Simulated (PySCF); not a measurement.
# The bond of AlH−, level by level

Aim: find the lowest electronic state of AlH−, scan its bond at several levels of theory, and get bond length, wavenumber and dissociation energy from each curve.

Method: Al aug-cc-pV(D+d)Z, H aug-cc-pVDZ, no relativity; program: PySCF 2.14.0.

3 further runs of the same task are left out: 3 set aside as unsound or not needed.

## 1. The job

A driver script around PySCF takes these settings:

| Property | Result |
| --- | --- |
| atoms | Al, H |
| charge | -1 |
| basis | Al aug-cc-pV(D+d)Z, H aug-cc-pVDZ |
| Hamiltonian | no relativity |
| basis functions | 41 |
| electrons treated | 15 |
| masses in u | 26.9815, 1.0078 |
| levels | PBE0, PBE, r²SCAN, BLYP, B97-3, PW91, LC-ωPBE, MP2, SCS-MP2, CCSD, CCSD(T) |
| grid | 80 radial by 434 angular points |
| occupations | held fixed by the projection of orbital angular momentum |
| dissociation limit | Al + H−, each in its ground configuration |
| starting distance in angstrom | 1.615 |
| values of 2S to try | 1, 3 |

Command:

```bash
> OMP_NUM_THREADS=1 python dia.py task.json out
```

The runs that follow: First curve: PBE0; PBE (GGA); r²SCAN (meta-GGA); BLYP; B97-3; PW91; LC-ωPBE (range-separated hybrid); Correlated methods on the Hartree–Fock reference.

Q: Predict the outcome of this session. Wanted: for each run, Re; ωe; De; μ.

**Answer**, as computed:

Lowest PBE0 solution found, without spin–orbit coupling: ²Π (doublet), unpaired electrons π ↑.

```tsv
level	Re (Å)	ωe (cm⁻¹)	De (eV)	μ (D)
UHF-MP2	1.689	1519	2.57	n/a
UHF-SCS-MP2	1.690	1507	2.48	n/a
UHF-CCSD	1.695	1478	2.42	n/a
UHF-CCSD(T)	1.697	1469	2.46	n/a
PBE	1.718	1418	2.67	-0.03
PW91	1.714	1423	2.69	-0.03
BLYP	1.713	1415	2.46	-0.15
r²SCAN	1.699	1471	2.72	0.19
PBE0	1.702	1470	2.70	0.11
B97-3	1.698	1485	2.60	0.11
LC-ωPBE	1.693	1508	2.65	0.31
```

De is counted to Al + H− in their ground configurations. A positive dipole points from Al to H; in an ion it is taken about the centre of mass and does not tell which atom is negative.

Differences from CCSD(T) in the same basis:

```tsv
level	Re (mÅ)	ωe (%)
UHF-MP2	-9	+3.4
UHF-SCS-MP2	-7	+2.6
UHF-CCSD	-2	+0.6
PBE	+21	-3.4
PW91	+17	-3.1
BLYP	+16	-3.6
r²SCAN	+2	+0.1
PBE0	+5	+0.1
B97-3	0	+1.1
LC-ωPBE	-4	+2.6
```

Against CCSD(T) in the same basis, the bond length is nearest at B97-3 (0 mÅ) and farthest at PBE (+21 mÅ); the wavenumber is nearest at r²SCAN and PBE0 (+0.1 %) and farthest at BLYP (-3.6 %). PBE has the long and soft bond that GGAs tend to give. CCSD(T) in a basis this small is itself some way from its limit, more so than the functionals. Of the levels with a De here, UHF-CCSD gives the least (2.42 eV) and r²SCAN the most (2.72 eV).

Correlated steps freeze 5 core orbitals. With some functionals the highest level of the anion is positive, from self-interaction error or because the anion is truly unbound there; the finite basis then holds the extra electron, and no neutral molecule was run to test the binding.
